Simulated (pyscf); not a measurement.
# Four-centre exchange: `[OH][Zr]([Cl])([Cl])[Cl]` + `[NH3]` → `[OH2]` + `[NH2][Zr]([Cl])([Cl])[Cl]`

Gas phase, singlet surface, charge 0. Bonds broken: O1–Zr2, N7–H8. Bonds formed: O1–H8, Zr2–N7. Single points on ωB97X-D3(BJ)/def2-SVP structures (PySCF, gas phase).

Transition state (Å):

```xyz
10

O     -0.2877     1.6509     0.6244
Zr    -1.5032    -0.1419     0.2633
Cl    -2.2767    -1.9098    -1.0843
Cl    -3.2883     1.3506    -0.1181
Cl    -1.3685    -1.0717     2.3979
H     -0.4937     2.5906     0.5648
N      0.4080    -0.1184    -0.7727
H      0.3694     1.1505    -0.1241
H      0.3837    -0.1854    -1.7916
H      1.1188    -0.7811    -0.4554
```

One imaginary mode, 804i cm⁻¹; descent along it reached the two sides named, in the forms told below.

```
bond    change  reactant side (Å)  saddle  product side
------  ------  -----------------  ------  ------------
O1–Zr2  breaks              1.919   2.196         2.374
N7–H8   breaks              1.021   1.426           3.5
O1–H8    forms                2.8   1.115         0.970
Zr2–N7   forms              2.405   2.174         1.995
```

Electronic energies relative to the separated reactants (kcal/mol):

```
level                   barrier  reaction energy  reverse barrier
----------------------  -------  ---------------  ---------------
ωB97X-D3(BJ)/def2-TZVP      7.7            +16.4             -8.7
PBE/def2-TZVP               9.5            +16.6             -7.2
r²SCAN/def2-TZVP            8.2            +17.2             -8.9
B3LYP-D3(BJ)/def2-TZVP      9.6            +16.6             -7.1
PBE0-D3(BJ)/def2-TZVP       7.6            +16.0             -8.4
M06-2X/def2-TZVP            7.1            +15.5             -8.4
ωB97M-D3(BJ)/def2-TZVP     10.3            +17.0             -6.7
HF/def2-TZVP               22.5            +18.4              4.1
```

With ωB97M-D3(BJ)/def2-TZVP energies and thermal terms (ideal gas, 1 atm, RRHO with modes under 100 cm⁻¹ raised to 100, one conformer, R ln 2 for chiral ones without a mode under 150 cm⁻¹), in kcal/mol:

```tsv
T (K)	ΔH‡	ΔG‡	ΔH	ΔG
298	8.8	19.7	+16.4	+15.3
600	9.1	30.6	+16.7	+14.2
900	9.8	41.3	+16.9	+12.8
1200	10.7	51.6	+17.0	+11.5
```

On the reactant side the descent ends in an adduct with a N–Zr contact (not fully relaxed), 25.4 kcal/mol under the separated species and 33.1 kcal/mol under the saddle at ωB97X-D3(BJ)/def2-TZVP. On the product side the descent ends in an adduct with a O–Zr contact, 20.4 kcal/mol under the separated species and 11.7 kcal/mol under the saddle at ωB97X-D3(BJ)/def2-TZVP. At ωB97X-D3(BJ)/def2-TZVP, PBE, r²SCAN, B3LYP-D3(BJ), PBE0-D3(BJ), M06-2X, ωB97M-D3(BJ) the saddle lies under the separated products, which points to a path from their complex (located at ωB97X-D3(BJ) alone), and parting the products costs more than the saddle. What is counted as formed (N–Zr) is already present as a longer contact in the reactant adduct; forming that adduct is a step of its own. What is counted as broken (O–Zr) persists as a longer contact in the product adduct; parting that adduct is a step of its own. This is the saddle that the search found; another between the same sides may lie lower. Elements past Kr carry the def2 core potentials, without spin-orbit coupling.
